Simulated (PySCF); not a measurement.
Numbering as in the mapped SMILES `[CH3:1][C:2](=[O:3])[Cl:4]`; H(Xn) means a hydrogen on atom n.

Computational details: σ from GIAO-B97-2/pcSseg-2, structure optimised with PBE0-D3(BJ)/def2-TZVP, in PySCF 2.14.0 with density-fitted response routines (a single conformation, non-relativistic, gas phase, equivalent nuclei averaged).

Scale: ¹³C, ¹H against TMS; H2O for ¹⁷O; ³⁵Cl vs HCl (reference shieldings calculated alike).

| atoms | nucleus | count | δ (ppm) |
| --- | --- | --- | --- |
| Cl4 | ³⁵Cl | 1 | ? |
| H(C1) | ¹H | 3 | ? |
| O3 | ¹⁷O | 1 | 572.6 |
| C2 | ¹³C | 1 | 183.6 |
| C1 | ¹³C | 1 | 34.8 |

Task: Complete the table.

Result: 
- H(C1): 2.50 ppm, hydrogen on a methyl carbon α to a carbonyl; α to C=O
- Cl4: 462 ppm, chlorine bonded to C

Carbons that carry Cl, above all several Cl atoms, come out too deshielded, partly because spin–orbit coupling is missing. Shifts are as computed. Against solution values, carbons near 30 ppm lie about +3 ppm off and those near 130 ppm about +7 ppm; carbons on Cl a further +5 ppm. Of 1211 compounds with measured shifts, 218 miss one by over three times the rms of a fit or turn the order of signals round; such compounds aren't used in these exercises. Unscaled 17O shifts of doubly bonded oxygen tend to come out too high, by tens of ppm or more. Experimental scales use liquid or dissolved standards, which lie at an offset from isolated H2O (liquid H2O: subtract about 36 ppm).
